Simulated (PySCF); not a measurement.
dimethylamine (C₂H₇N), SMILES CNC. The structure is a stationary point at B3LYP-D3(BJ)/def2-TZVP.

Method: B3LYP-D3(BJ)/def2-TZVP run with PySCF.

Harmonic wavenumbers (cm⁻¹): 234, 264, 386, 768, 943, 1037, 1102, 1170, 1187, 1269, 1444, 1470, 1476, 1487, 1495, 1518, 1518, 2925, 2929, 3047, 3047, 3095, 3095, 3515. Rotational constants (GHz): 34.82, 9.317, 8.227; symmetry number 1.

Question: Work out the zero-point energy and the ideal-gas rigid-rotor harmonic-oscillator thermochemistry at 298.15 K and 1 atm.

Answer: ZPE = ½ Σ hcν = ½ × 40417 cm⁻¹ = 57.78 kcal/mol. H − E(el) = 61.14 kcal/mol. Entropy in cal/(mol K): translation 37.34, rotation 22.31, vibration 5.21, total 64.86. G − E(el) = 41.80 kcal/mol. Cp = 15.90 cal/(mol K).
